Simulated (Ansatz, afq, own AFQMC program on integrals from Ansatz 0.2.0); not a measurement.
# NHO (triplet): quantum Monte Carlo beside coupled cluster at scale of all distances = 0.891, cc-pVDZ

How near does AFQMC come to the top of the ladder for NHO (triplet)?

Program: Ansatz 0.2.0, Gaussian basis, and an in-house AFQMC program (afq) on its integrals; all values are calculated. Level of theory: cc-pVDZ, frozen cores. These are calculated values, not measurements.

The runs, in order: PBE (unrestricted); r2SCAN (unrestricted); PBE0 (unrestricted); B3LYP (unrestricted); wB97M-V (unrestricted); B2PLYP (unrestricted); CCSD(T) on UHF; CCSDT(Q) on UHF; Phaseless AFQMC, CISD trial on UHF; Phaseless AFQMC, single-determinant trial on UHF; Free-projection AFQMC, CISD trial on UHF.

3 further runs of the same task are left out: 2 for a known fault of the program, 1 that didn't finish.

## 1. The system

The geometry derives from a PBE0/def2-TZVP stationary point (not a proven minimum). All distances are scaled together.

3 atoms, charge 0, spin multiplicity 3.

Atoms are counted from 1 here; the program's logs count them from 0.

Bond lengths: N1–O2 1.167 Å, O2–H3 0.866 Å. Angles: N1–O2–H3 109.0°.

## 2. PBE (unrestricted)

in.yaml reads:

```yaml
crystal:
  periodic: [false, false, false]
  atoms:
    - {symbol: N, position_ang: [0.000000, -0.052577, 0.647678]}
    - {symbol: O, position_ang: [0.000000, 0.089406, -0.510899]}
    - {symbol: H, position_ang: [0.000000, -0.688545, -0.890671]}
basis:
  gaussian: {orbitals: cc-pVDZ}
magnetization: {spin_polarized: true, initial_magnetization: 2}
hamiltonian: {xc: {name: PBE}}
output: {orbitals: {seedname: orbitals}}
```

Launch:

```console
> ansatz run in.yaml --threads 1 --pin off --events-out ev --progress --plain --max-ram 1382MiB
```

Log:

```text
Functional definition: PBE
  name "PBE"
  cite "Perdew, Burke & Ernzerhof, Phys. Rev. Lett. 77, 3865 (1996) doi:10.1103/PhysRevLett.77.3865"
  parent pbe
  parameter kappa = 0.804
  parameter beta = 0.06672455060314922
  exchange = pbe_x(kappa = kappa, mu = beta*pi^2/3)
  correlation = pbe_c(beta = beta)
391 factors; their error is unknown
mean field evaluation 1: about -3542.6294 eV, gradient 2.3e1 eV
mean field evaluation 2: about -3542.3749 eV, gradient 2.5e1 eV
mean field evaluation 4: about -3544.6137 eV, gradient 1.7e0 eV
mean field evaluation 8: about -3544.6054 eV, gradient 1.0e-2 eV
mean field -3544.60540298 eV, -130.2618459398 hartree, gradient 6.8e-5 eV, S^2 2.003139; 0 other end points of the search recorded, 0 dependent functions left out
reference -3544.60541508 eV, -130.2618463844 hartree; 9, 7 occupied and 24, 26 virtual orbitals, 391 factors
Total energy: -3544.60541508 eV, -130.2618463844 hartree
```

Wall time 0.39 s (1 thread of Arm Neoverse V2, shared host).

From the report: ⟨S²⟩ of the determinant 2.003 (pure triplet: 2.00).

## 3. r2SCAN (unrestricted)

in.yaml: that of step 2 with these lines changed.

```diff
@@ -9,3 +9,2 @@
 magnetization: {spin_polarized: true, initial_magnetization: 2}
-hamiltonian: {xc: {name: PBE}}
-output: {orbitals: {seedname: orbitals}}
+hamiltonian: {xc: {name: r2SCAN}}
```

Launched as before.

Log:

```text
Functional definition: r2SCAN
  name "r2SCAN"
  cite "Furness, Kaplan, Ning, Perdew & Sun, J. Phys. Chem. Lett. 11, 8208 (2020) doi:10.1021/acs.jpclett.0c02405"
  cite "Furness, Kaplan, Ning, Perdew & Sun, J. Phys. Chem. Lett. 11, 9248 (2020) doi:10.1021/acs.jpclett.0c03077"
  parent r2scan
  parameter k0 = 0.174
  parameter k1 = 0.065
  parameter a1 = 4.9479
  exchange = r2scan_x(k0 = k0, k1 = k1, a1 = a1)
  correlation = r2scan_c
391 factors; their error is unknown
mean field evaluation 1: about -3545.2288 eV, gradient 2.0e1 eV
mean field evaluation 2: about -3545.6080 eV, gradient 1.9e1 eV
mean field evaluation 4: about -3546.8421 eV, gradient 1.6e0 eV
mean field evaluation 8: about -3546.8355 eV, gradient 9.7e-3 eV
mean field -3546.83549024 eV, -130.3438001348 hartree, gradient 8.8e-5 eV, S^2 2.006938; 0 other end points of the search recorded, 0 dependent functions left out
reference -3546.83549409 eV, -130.3438002765 hartree; 9, 7 occupied and 24, 26 virtual orbitals, 391 factors
Total energy: -3546.83549409 eV, -130.3438002765 hartree
```

It took 0.93 s on 1 thread of Arm Neoverse V2, shared host.

From the report: ⟨S²⟩ of the determinant 2.007 (pure triplet: 2.00).

## 4. PBE0 (unrestricted)

in.yaml: that of step 3 with these lines changed.

```diff
@@ -9,2 +9,3 @@
 magnetization: {spin_polarized: true, initial_magnetization: 2}
-hamiltonian: {xc: {name: r2SCAN}}
+hamiltonian: {xc: {name: PBE0}}
+output: {orbitals: {seedname: orbitals}}
```

The command is unchanged.

Log:

```text
Functional definition: PBE0
  name "PBE0"
  cite "Adamo & Barone, J. Chem. Phys. 110, 6158 (1999) doi:10.1063/1.478522"
  cite "Perdew, Burke & Ernzerhof, Phys. Rev. Lett. 77, 3865 (1996) doi:10.1103/PhysRevLett.77.3865"
  parent pbe
  parameter a = 0.25
  parameter kappa = 0.804
  parameter beta = 0.06672455060314922
  exchange = (1 - a)*pbe_x(kappa = kappa, mu = beta*pi^2/3) + a*exact_x
  correlation = pbe_c(beta = beta)
307 factors; integrals over basis functions are off by at most 1.3e-3 eV
mean field evaluation 1: about -3543.5828 eV, gradient 1.8e1 eV
mean field evaluation 2: about -3544.1825 eV, gradient 1.3e1 eV
mean field evaluation 4: about -3544.8223 eV, gradient 1.1e0 eV
mean field evaluation 8: about -3544.8278 eV, gradient 7.5e-3 eV
mean field -3544.82780203 eV, -130.2700189540 hartree, gradient 7.8e-5 eV, S^2 2.005419; 0 other end points of the search recorded, 0 dependent functions left out
reference -3544.82781107 eV, -130.2700192863 hartree; 9, 7 occupied and 24, 26 virtual orbitals, 307 factors
Total energy: -3544.82781107 eV, -130.2700192863 hartree
```

Run time: 0.42 s. Hardware: 1 thread of Arm Neoverse V2, shared host.

From the report: ⟨S²⟩ of the determinant 2.005 (pure triplet: 2.00).

## 5. B3LYP (unrestricted)

in.yaml: that of step 4 with these lines changed.

```diff
@@ -9,3 +9,2 @@
 magnetization: {spin_polarized: true, initial_magnetization: 2}
-hamiltonian: {xc: {name: PBE0}}
-output: {orbitals: {seedname: orbitals}}
+hamiltonian: {xc: {name: B3LYP}}
```

The command is unchanged.

Log (excerpt; [...] marks lines left out):

```text
Functional definition: B3LYP
  name "B3LYP"
  cite "Stephens, Devlin, Chabalowski & Frisch, J. Phys. Chem. 98, 11623 (1994) doi:10.1021/j100096a001"
  cite "Becke, Phys. Rev. A 38, 3098 (1988) doi:10.1103/PhysRevA.38.3098"
  cite "Lee, Yang & Parr, Phys. Rev. B 37, 785 (1988) doi:10.1103/PhysRevB.37.785"
  cite "Vosko, Wilk & Nusair, Can. J. Phys. 58, 1200 (1980) doi:10.1139/p80-159"
[...]
307 factors; integrals over basis functions are off by at most 1.3e-3 eV
[...]
mean field -3548.48366060 eV, -130.4043692784 hartree, gradient 4.7e-5 eV, S^2 2.004806; 0 other end points of the search recorded, 0 dependent functions left out
reference -3548.48376093 eV, -130.4043729653 hartree; 9, 7 occupied and 24, 26 virtual orbitals, 307 factors
Total energy: -3548.48376093 eV, -130.4043729653 hartree
```

It took 0.42 s on 1 thread of Arm Neoverse V2, shared host.

From the report: ⟨S²⟩ of the determinant 2.005 (pure triplet: 2.00).

## 6. wB97M-V (unrestricted)

in.yaml: that of step 5 with these lines changed.

```diff
@@ -9,2 +9,3 @@
 magnetization: {spin_polarized: true, initial_magnetization: 2}
-hamiltonian: {xc: {name: B3LYP}}
+hamiltonian: {xc: {name: wB97M-V}}
+output: {orbitals: {seedname: orbitals}}
```

The command is unchanged.

Log (excerpt; [...] marks lines left out):

```text
Functional definition: wB97M-V
  name "wB97M-V"
  cite "Mardirossian & Head-Gordon, J. Chem. Phys. 144, 214110 (2016) doi:10.1063/1.4952647"
  cite "Becke, J. Chem. Phys. 107, 8554 (1997) doi:10.1063/1.475007"
  cite "Vydrov & Van Voorhis, J. Chem. Phys. 133, 244103 (2010) doi:10.1063/1.3521275"
  # Of w^i u^j: cxij and so on, Table III.
[...]
  gx(w, u) = 1 - cx + cx01*u + cx10*w
  gss(w, u) = css00 + css04*u^4 + css10*w + css20*w^2 + css43*w^4*u^3
  gos(w, u) = cos00 + cos10*w + (cos20 + cos21*u)*w^2 + (cos60 + cos61*u)*w^6
[...]
      + integral(e_c_pw_mod_opposite_spin*gos(b97_w_opposite, b97_u_opposite)) + vv10(b, c)
307 factors; integrals over basis functions are off by at most 1.3e-3 eV
75 factors; integrals over basis functions are off by at most 7.3e-6 eV
[...]
mean field -3547.40812506 eV, -130.3648440762 hartree, gradient 8.8e-5 eV, S^2 2.003933; 0 other end points of the search recorded, 0 dependent functions left out
reference -3547.40814072 eV, -130.3648446520 hartree; 9, 7 occupied and 24, 26 virtual orbitals, 307 factors
Total energy: -3547.40814072 eV, -130.3648446520 hartree
```

Wall time 1.6 s (1 thread of Arm Neoverse V2, shared host).

From the report: ⟨S²⟩ of the determinant 2.004 (pure triplet: 2.00).

## 7. B2PLYP (unrestricted)

in.yaml: that of step 6 with these lines changed.

```diff
@@ -9,3 +9,3 @@
 magnetization: {spin_polarized: true, initial_magnetization: 2}
-hamiltonian: {xc: {name: wB97M-V}}
-output: {orbitals: {seedname: orbitals}}
+hamiltonian: {xc: {name: B2PLYP}}
+correlation: {electrons: outside_noble_gas}
```

Launched as before.

Log (excerpt; [...] marks lines left out):

```text
Functional definition: B2PLYP
  name "B2PLYP"
  cite "Grimme, J. Chem. Phys. 124, 034108 (2006) doi:10.1063/1.2148954"
  cite "Becke, Phys. Rev. A 38, 3098 (1988) doi:10.1103/PhysRevA.38.3098"
  cite "Lee, Yang & Parr, Phys. Rev. B 37, 785 (1988) doi:10.1103/PhysRevB.37.785"
[...]
307 factors; integrals over basis functions are off by at most 1.3e-3 eV
[...]
mean field -3542.87913819 eV, -130.1984068787 hartree, gradient 1.1e-6 eV, S^2 2.008974; 0 other end points of the search recorded, 0 dependent functions left out
2 core orbitals not correlated: weight in the atoms' cores, before any rotation towards them, 1.000 or more for the frozen orbitals, at most 0.000 for the correlated occupied ones
reference -3542.87920199 eV, -130.1984092235 hartree; 7, 5 occupied and 24, 26 virtual orbitals, 307 factors
second order -9.34961624 eV of doubles, -0.00000000 eV of singles
Total energy: -3545.40359838 eV, -130.2911790796 hartree
```

It took 0.54 s on 1 thread of Arm Neoverse V2, shared host.

From the report: ⟨S²⟩ of the determinant 2.009 (pure triplet: 2.00).

## 8. CCSD(T) on UHF

in.yaml: that of step 7 with these lines changed.

```diff
@@ -9,3 +9,2 @@
 magnetization: {spin_polarized: true, initial_magnetization: 2}
-hamiltonian: {xc: {name: B2PLYP}}
-correlation: {electrons: outside_noble_gas}
+correlation: {method: ccsd_t, electrons: outside_noble_gas, hamiltonian_folder: ham}
```

The command is unchanged.

Log (excerpt; [...] marks lines left out):

```text
Functional definition: HF
  name "HF"
  cite "Fock, Z. Phys. 61, 126 (1930) doi:10.1007/BF01340294"
  parent pbe
[...]
307 factors; integrals over basis functions are off by at most 1.3e-3 eV
[...]
mean field -3531.44564278 eV, -129.7782336724 hartree, gradient 1.8e-6 eV, S^2 2.016903; 0 other end points of the search recorded, 0 dependent functions left out
2 core orbitals not correlated: weight in the atoms' cores, before any rotation towards them, 1.000 or more for the frozen orbitals, at most 0.000 for the correlated occupied ones
reference -3531.44564278 eV, -129.7782336724 hartree; 7, 5 occupied and 24, 26 virtual orbitals, 307 factors
second order -7.70667781 eV of doubles, -0.00000000 eV of singles
cycle   1  -7.99546159 eV  change   -2.9e-1 eV  update   5.8e-2
[...]
cycle  10  -8.24220744 eV  change   -5.8e-6 eV  update   7.2e-6
perturbative correction -0.16518038 eV, -0.0060702671 hartree
Total energy: -3539.85303060 eV, -130.0871994760 hartree
```

Run time: 0.48 s. Hardware: 1 thread of Arm Neoverse V2, shared host.

From the report: ⟨S²⟩ of the determinant 2.017 (pure triplet: 2.00); correlation -8.4074 eV; T1 0.017; largest double amplitude 0.04.

This run also writes the integrals to the folder ham.

## 9. CCSDT(Q) on UHF

in.yaml: that of step 8 with these lines changed.

```diff
@@ -9,2 +9,2 @@
 magnetization: {spin_polarized: true, initial_magnetization: 2}
-correlation: {method: ccsd_t, electrons: outside_noble_gas, hamiltonian_folder: ham}
+correlation: {method: ccsdt_q, electrons: outside_noble_gas}
```

The command is unchanged.

Log (excerpt; [...] marks lines left out):

```text
Functional definition: HF
  name "HF"
  cite "Fock, Z. Phys. 61, 126 (1930) doi:10.1007/BF01340294"
  parent pbe
[...]
577 factors; integrals over basis functions are off by at most 1.5e-7 eV
[...]
mean field -3531.44571255 eV, -129.7782362362 hartree, gradient 1.8e-6 eV, S^2 2.016903; 0 other end points of the search recorded, 0 dependent functions left out
2 core orbitals not correlated: weight in the atoms' cores, before any rotation towards them, 1.000 or more for the frozen orbitals, at most 0.000 for the correlated occupied ones
reference -3531.44571255 eV, -129.7782362362 hartree; 7, 5 occupied and 24, 26 virtual orbitals, 577 factors
second order -7.70668961 eV of doubles, -0.00000000 eV of singles
cycle   1  -7.99545554 eV  change   -2.9e-1 eV  update   6.5e-2
[...]
cycle  14  -8.41863009 eV  change    2.1e-7 eV  update   4.8e-7
perturbative correction -0.01479805 eV, -0.0005438182 hartree
Total energy: -3539.87914068 eV, -130.0881590038 hartree
```

Wall time 11 s (1 thread of Arm Neoverse V2, shared host); peak memory 0.27 GiB.

From the report: ⟨S²⟩ of the determinant 2.017 (pure triplet: 2.00); correlation -8.4334 eV; T1 0.016; largest double amplitude 0.04.

## 10. Phaseless AFQMC, CISD trial on UHF

It reads the integrals that the CCSD(T) run on this determinant wrote.

Launch:

```console
> afq ham --method phaseless --trial cisd --walkers 60 --populations 1 --least-time 40 --time-step 0.005 --steps-per-block 50 --equilibration-blocks 28 --max-blocks 300 --target-error 0.00042 --factor-cut 1e-05 --start spin_pure --seed 2912 --release-times 0.24,0.51,0.99,1.62,2.4 --release-step 0.03 --release-every 4 --taylor-order 6
```

Log:

```text
orbitals 31  electrons 7 5  factors 236 of 307
reference energy -129.77823367 Eh
CCSD correlation -0.30289550 Eh in 11 cycles, weight of the determinant in the CISD state 0.9175
energy of the start -130.080506 Eh
 block  time / (1/Eh)  mean weight  energy / Eh
     1     0.250  0.9938  -130.080575
     2     0.500  1.0007  -130.082194
     3     0.750  1.0033  -130.086734
     4     1.000  1.0005  -130.088480
     5     1.250  1.0022  -130.086390
     6     1.500  1.0008  -130.084416
     7     1.750  0.9946  -130.085984
     8     2.000  1.0002  -130.088239
     9     2.250  0.9991  -130.083017
    10     2.500  1.0029  -130.086409
    13     3.250  1.0024  -130.086916
    19     4.750  0.9998  -130.082764
    25     6.250  0.9973  -130.085883
    31     7.750  1.0060  -130.083496
    37     9.250  0.9985  -130.084536
    43    10.750  0.9970  -130.089055
    49    12.250  1.0013  -130.086177
    55    13.750  1.0013  -130.087632
    61    15.250  1.0001  -130.086436
    67    16.750  0.9986  -130.080316
    73    18.250  0.9994  -130.083455
    79    19.750  1.0011  -130.088196
    85    21.250  0.9979  -130.088283
    91    22.750  0.9966  -130.083053
    97    24.250  0.9996  -130.084874
   103    25.750  0.9983  -130.091608
   109    27.250  1.0010  -130.082168
   115    28.750  0.9999  -130.092012
   121    30.250  1.0034  -130.081815
   127    31.750  1.0003  -130.084760
   133    33.250  1.0016  -130.086768
   139    34.750  0.9996  -130.092232
   145    36.250  0.9993  -130.086703
   151    37.750  0.9994  -130.090746
   157    39.250  0.9977  -130.085245
   163    40.750  0.9977  -130.097759
   169    42.250  1.0005  -130.092922
   175    43.750  0.9988  -130.086483
   181    45.250  1.0011  -130.090663
   187    46.750  1.0028  -130.093680
   193    48.250  0.9959  -130.090240
   199    49.750  1.0007  -130.097692
   205    51.250  1.0011  -130.089861
   211    52.750  0.9988  -130.088220
   217    54.250  1.0009  -130.100255
   223    55.750  0.9990  -130.080842
   229    57.250  0.9967  -130.086615
   235    58.750  1.0011  -130.082586
   241    60.250  1.0040  -130.091216
   247    61.750  0.9993  -130.089828
blocks merged  error / Eh  count
     1  0.000340  220
     2  0.000367  110
     4  0.000419  55
     8  0.000392  27
    16  0.000445  13
released: time / (1/Eh)  energy / Eh  error  mean overlap
  0.24  -130.087687  0.000438  1.0026
  0.51  -130.088021  0.000419  0.9947
  0.99  -130.088922  0.000439  0.9620
  1.62  -130.088032  0.000431  0.9649
  2.40  -130.087805  0.000790  1.0077
energy -130.087793 +/- 0.000419 Eh
```

Wall time 3.4 min (1 thread of Arm Neoverse V2, shared host).

Energy -3539.8692 ± 0.0114 eV. Caveats: constraint bias not in the error.

## 11. Phaseless AFQMC, single-determinant trial on UHF

It reads the integrals that the CCSD(T) run on this determinant wrote.

Launch:

```console
> afq ham --method phaseless --trial hf --walkers 120 --populations 1 --least-time 40 --time-step 0.005 --steps-per-block 20 --equilibration-blocks 112 --max-blocks 600 --target-error 0.00126 --factor-cut 1e-05 --start spin_pure --seed 9687 --taylor-order 6
```

Log:

```text
orbitals 31  electrons 7 5  factors 236 of 307
reference energy -129.77823367 Eh
CCSD correlation -0.30289550 Eh in 11 cycles, weight of the determinant in the CISD state 0.9175
energy of the start -129.778627 Eh
 block  time / (1/Eh)  mean weight  energy / Eh
     1     0.100  1.0015  -129.885834
     2     0.200  1.0028  -129.943957
     3     0.300  1.0047  -129.996031
     4     0.400  1.0024  -130.031159
     5     0.500  1.0036  -130.071961
     6     0.600  1.0031  -130.070886
     7     0.700  0.9986  -130.074755
     8     0.800  1.0027  -130.083077
     9     0.900  1.0010  -130.072600
    10     1.000  0.9984  -130.060491
    18     1.800  1.0018  -130.087775
    35     3.500  0.9988  -130.074806
    52     5.200  0.9986  -130.067950
    69     6.900  1.0010  -130.111827
    86     8.600  1.0023  -130.164101
   103    10.300  0.9999  -130.069906
   120    12.000  1.0009  -130.050439
   137    13.700  1.0011  -130.095575
   154    15.400  1.0028  -130.137835
   171    17.100  0.9994  -130.108557
   188    18.800  1.0019  -130.117267
   205    20.500  1.0029  -130.054258
   222    22.200  0.9994  -130.097890
   239    23.900  1.0018  -130.057625
   256    25.600  0.9956  -130.060916
   273    27.300  1.0000  -130.038524
   290    29.000  0.9989  -130.087472
   307    30.700  1.0000  -130.153648
   324    32.400  1.0011  -130.050023
   341    34.100  0.9987  -130.084839
   358    35.800  0.9999  -130.050445
   375    37.500  1.0004  -130.063054
   392    39.200  0.9994  -130.063800
   409    40.900  1.0024  -130.067010
   426    42.600  1.0010  -130.121782
   443    44.300  1.0027  -130.095849
   460    46.000  0.9974  -130.063491
   477    47.700  0.9992  -130.118225
   494    49.400  0.9986  -130.091632
   511    51.100  0.9980  -130.063389
   528    52.800  1.0024  -130.072822
   545    54.500  0.9983  -130.063362
   562    56.200  1.0006  -130.127441
   579    57.900  0.9980  -130.074064
   596    59.600  1.0009  -130.073704
   613    61.300  1.0007  -130.093935
   630    63.000  1.0018  -130.057586
   647    64.700  1.0018  -130.109021
   664    66.400  1.0003  -130.058383
   681    68.100  0.9972  -130.136380
   698    69.800  0.9994  -130.080399
blocks merged  error / Eh  count
     1  0.001053  600
     2  0.001377  300
     4  0.001807  150
     8  0.002202  75
    16  0.002589  37
    32  0.002683  18
    64  0.002863  9
energy -130.086089 +/- 0.002683 Eh
```

Run time: 2.9 min. Hardware: 1 thread of Arm Neoverse V2, shared host.

Energy -3539.8228 ± 0.0730 eV. Caveats: constraint bias not in the error; error above the target.

## 12. Free-projection AFQMC, CISD trial on UHF

It reads the integrals that the CCSD(T) run on this determinant wrote.

Launch:

```console
> afq ham --method free --trial cisd --walkers 60 --time-step 0.03 --max-blocks 80 --target-error 0.00042 --factor-cut 1e-05 --seed 3995 --times 0,0.21,0.42,0.81,1.2,1.8,2.4,3 --taylor-order 8
```

Log:

```text
orbitals 31  electrons 7 5  factors 236 of 307
reference energy -129.77823367 Eh
CCSD correlation -0.30289550 Eh in 11 cycles, weight of the determinant in the CISD state 0.9175
repeat  energy at the last time / Eh  error
    10  -130.089624  0.001369
    20  -130.087852  0.000995
    30  -130.087718  0.001056
    40  -130.087563  0.000889
    50  -130.087545  0.000754
    60  -130.087658  0.000729
    70  -130.087443  0.000669
    80  -130.087392  0.000609
time / (1/Eh)  energy / Eh  error  mean overlap
  0.00  -130.081161  0.000233  1.0895
  0.21  -130.085659  0.000270  1.0927
  0.42  -130.086796  0.000263  1.0985
  0.81  -130.088057  0.000311  1.0944
  1.20  -130.087320  0.000339  1.1120
  1.80  -130.088165  0.000401  1.1113
  2.40  -130.088029  0.000572  1.1016
  3.00  -130.087392  0.000609  1.1206
energy -130.087392 +/- 0.000609 Eh
```

It took 2.4 min on 1 thread of Arm Neoverse V2, shared host.

Energy -3539.8583 ± 0.0166 eV. Caveats: remainder of the start not in the error.

## 13. All levels side by side

On the UHF determinant, counted from CCSDT(Q) (a yardstick, not exact):

| level | energy (eV) | from CCSDT(Q) (kJ/mol) | statistical error (kJ/mol) | time |
| --- | --- | --- | --- | --- |
| HF | -3531.4456 | +813.7 |  |  |
| MP2 | -3539.1523 | +70.1 |  |  |
| CCSD | -3539.6879 | +18.5 |  |  |
| CCSD(T) | -3539.8530 | +2.5 |  |  |
| CCSDT(Q) | -3539.8791 | 0.0 |  |  |
| Phaseless AFQMC, CISD trial, step 0.005, 60 walkers | -3539.8692 | +1.0 | 1.1 | 3.4 min |
| Phaseless AFQMC, single-determinant trial, step 0.005, 120 walkers | -3539.8228 | +5.4 | 7.0 | 2.9 min |
| Free-projection AFQMC, CISD trial, step 0.03, 60 walkers | -3539.8583 | +2.0 | 1.6 | 2.4 min |

The functionals' totals stand on their own zeros and serve differences with other points: PBE -3544.605 eV; r2SCAN -3546.835 eV; PBE0 -3544.828 eV; B3LYP -3548.484 eV; wB97M-V -3547.408 eV; B2PLYP -3545.404 eV.

## 14. Summary of results

```
                                                      quantity              value
                                  CCSD(T) on UHF from CCSDT(Q)        +2.5 kJ/mol
              Phaseless AFQMC, CISD trial on UHF from CCSDT(Q)  +1.0 ± 1.1 kJ/mol
Phaseless AFQMC, single-determinant trial on UHF from CCSDT(Q)  +5.4 ± 7.0 kJ/mol
        Free-projection AFQMC, CISD trial on UHF from CCSDT(Q)  +2.0 ± 1.6 kJ/mol
```

What this shows: On UHF the phaseless walk with the CISD trial lies +1.0 kJ/mol from CCSDT(Q), within three error bars. Free projection has no constraint; at the last time it gives +2.0 ± 1.6 kJ/mol, and from a start that isn't spin pure other spins can mix in. Error bars are statistical and leave out the constraint, the time step and what remains of the start.
